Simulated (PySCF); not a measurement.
# Dipole moment and polarisability across levels of theory

Compound: P₂.
Geometry (PBE0-D3(BJ)/def2-SVP, Å), atoms numbered from 1 in this order:
```
atom  x, y, z in Å
P1     0.9693   -0.0838    0.0082
P2    -0.9196   -0.0039   -0.0304
```

PySCF, dipoles from the SCF density, polarisabilities from static response with core orbitals frozen. Geometry: PBE0-D3(BJ)/def2-SVP; no solvent, vibrations or thermal averaging.

Question: How do dipole and polarisability depend on functional and basis here?

Answer: 

| level | α (au) | error (%) | anisotropy (au) |
| --- | --- | --- | --- |
| LDA/def2-SVPD | 46.06 | -6.9 | 30.32 |
| PBE/def2-SVPD | 46.22 | -6.6 | 30.11 |
| B3LYP/def2-SVPD | 45.85 | -7.4 | 30.22 |
| PBE0/def2-SVPD | 46.07 | -6.9 | 29.46 |
| BHandHLYP/def2-SVPD | 45.69 | -7.7 | 29.75 |
| CAM-B3LYP/def2-SVPD | 45.54 | -8.0 | 29.96 |
| wB97X-D/def2-SVPD | 45.93 | -7.2 | 29.70 |
| LC-wPBE/def2-SVPD | 45.66 | -7.7 | 29.01 |
| HF/def2-SVPD | 46.38 | -6.3 | 29.74 |
| PBE0/6-31G* | 36.61 | -26.0 | 44.12 |
| PBE0/def2-SVP | 34.72 | -29.9 | 37.28 |
| PBE0/6-31+G* | 40.96 | -17.2 | 43.56 |
| PBE0/aug-cc-pVDZ | 48.90 | -1.2 | 29.41 |
| PBE0/def2-TZVP | 41.46 | -16.2 | 37.72 |
| PBE0/def2-TZVPD | 49.06 | -0.9 | 29.02 |
| PBE0/aug-cc-pVTZ | 49.78 | +0.6 | 28.60 |

Reference polarisability: 7.334 Å³ (computed, CCSD(T)/CBS, static electronic, isotropic average, equilibrium geometry, gas; Hait, Head-Gordon, Phys. Chem. Chem. Phys. 20 (2018) 19800). The anisotropy is √(½[(α1 − α2)² + (α2 − α3)² + (α3 − α1)²]). For the polarisability, the smallest error is 0.6% (PBE0/aug-cc-pVTZ) and the largest 29.9% (PBE0/def2-SVP). The dipole stays under 0.05 D at every level. In one basis (def2-SVPD) the functionals order the polarisability from CAM-B3LYP (lowest) to HF (highest), a spread of 2%. With PBE0 the polarisability is 37.60 au without diffuse functions (mean of 6-31G*, def2-SVP and def2-TZVP) and 46.95 au with them (mean of 6-31+G*, def2-SVPD, aug-cc-pVDZ, def2-TZVPD and aug-cc-pVTZ).
